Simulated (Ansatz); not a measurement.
Relaxation of AlBH$_{4}$S (7 atoms, charge 0, multiplicity 1), to a largest force component of 0.02 eV/Å in at most 50 steps.

Level of theory: RKS PBE0/6-31G* in Ansatz 0.2.0.

```xyz
7
Properties=species:S:1:pos:R:3
B -1.383 0.242 -0.457
S 0.182 0.666 -1.354
Al 1.378 -0.230 0.315
H -0.139 0.979 -2.659
H -1.900 1.073 0.252
H 1.779 -1.770 0.301
H 1.907 0.684 1.555
```

Q: Where does it end, and by what steps?

A: The run converged. After 14 steps the energy has fallen by 4.306 eV; B1 moved furthest, 1.08 Å. Parted: S2–Al3. Joined: B1–Al3.

| step | energy less start (eV) | largest force component (eV/Å) | accepted |
| --- | --- | --- | --- |
| 0 | 0.0000 | 5.282 | yes |
| 1 | -1.5676 | 3.612 | yes |
| 2 | -2.6678 | 1.787 | yes |
| 3 | -3.3947 | 1.227 | yes |
| 4 | -3.7376 | 1.065 | yes |
| 5 | -3.9013 | 1.119 | yes |
| 6 | -4.0433 | 0.951 | yes |
| 7 | -4.1572 | 0.837 | yes |
| 8 | -4.2303 | 0.975 | yes |
| 9 | -4.2372 | 0.467 | yes |
| 10 | -4.2817 | 0.577 | yes |
| 11 | -4.3003 | 0.114 | yes |
| 12 | -4.3060 | 0.040 | yes |
| 13 | -4.3062 | 0.022 | yes |
| 14 | -4.3064 | 0.006 | yes |

```xyz
7
Properties=species:S:1:pos:R:3
B -0.325 0.436 -0.510
S 0.099 0.925 -2.165
Al 1.164 -0.338 0.798
H -1.091 1.344 -2.651
H -1.471 0.563 -0.178
H 1.448 -1.910 0.895
H 2.000 0.625 1.764
```

Run time: 40 s on 1 thread of Arm Neoverse V1 (shared host), peak memory 0.13 GiB.
